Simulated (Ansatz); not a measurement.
Basis-set series for C2H4FNO, SMILES `C/N=C(/O)F`. Charge 0, multiplicity 1. All single points use the PBE0-D4/def2-TZVP geometry. It is one conformer, not always the lowest.

```csv
functional,basis,functions,energy (Eh),HOMO (eV),LUMO (eV)
PBE0-D4,def2-TZVPP,211,-308.23616,-7.88,1.00
PBE0-D4,def2-QZVPP,405,-308.25260,-7.92,0.58
ωB97M-V,def2-TZVPP,211,-308.46363,-10.17,2.46
ωB97M-V,def2-QZVPP,405,-308.47934,-10.21,1.80
```

Task: Give the rows for def2-SVP. (Best estimate.)

Result: Ansatz gave: 
```
functional     basis  functions  energy (Eh)  HOMO (eV)  LUMO (eV)
   PBE0-D4  def2-SVP         90   -307.87458      -7.73       1.30
   ωB97M-V  def2-SVP         90   -308.09122      -9.99       3.50
```

Positive LUMOs are unbound and depend on the basis.
